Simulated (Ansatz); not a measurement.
# H3OSi: the cost of one run

Program: Ansatz 0.2.0, Gaussian basis. Level of theory: PBE0-D4, def2-SVP first, then def2-TZVP. These are calculated values, not measurements.

77 further runs of the same task are left out: 1 that didn't finish, 76 set aside as unsound or not needed.

### Step 1. The starting structure

The guess: 5 atoms, charge 0, spin multiplicity 2.

Atoms are counted from 1 here; the program's logs count them from 0.

Bond lengths: H1–Si2 1.708 Å, H1–O3 1.201 Å, Si2–O3 1.634 Å, Si2–H4 1.459 Å, Si2–H5 1.457 Å. Angles: Si2–H1–O3 65.7°, H1–Si2–O3 42.1°, H1–Si2–H4 121.3°, H1–Si2–H5 126.4°, O3–Si2–H4 113.6°, O3–Si2–H5 114.3°, H4–Si2–H5 112.3°, H1–O3–Si2 72.2°.

As a file:

```xyz
5
charge 0, multiplicity 2
H    -1.1754   -0.8503   -0.2080
Si    0.0256    0.3111    0.1452
O    -0.0801   -1.1333   -0.6119
H     0.7838    0.2634    1.3905
H     0.4462    1.4092   -0.7157
```

Distances that are to change: H1–O3 1.20 Å, H1–Si2 1.71 Å.

### Step 2. Relaxing the guess with the reacting distances held

hold/in.yaml reads:

```yaml
crystal:
  periodic: [false, false, false]
  atoms:
    - {symbol: H, position_ang: [-1.175400, -0.850300, -0.208000]}
    - {symbol: Si, position_ang: [0.025600, 0.311100, 0.145200]}
    - {symbol: O, position_ang: [-0.080100, -1.133300, -0.611900]}
    - {symbol: H, position_ang: [0.783800, 0.263400, 1.390500]}
    - {symbol: H, position_ang: [0.446200, 1.409200, -0.715700]}
basis:
  gaussian: {orbitals: def2-SVP}
magnetization: {spin_polarized: true, initial_magnetization: 1}
hamiltonian: {xc: pbe0, dispersion: d4}
relax: {f_tol: 0.08, max_steps: 120, escape_saddle: false, constraints: [{distance: [0, 2]}, {distance: [0, 1]}]}
```

Command:

```console
ansatz run in.yaml --threads 2 --pin off --events-out ev --progress --plain --max-ram 4352MiB
```

**Question.** How long does this run take on 2 threads of Arm Neoverse V1, shared host?

About 4.1 s.
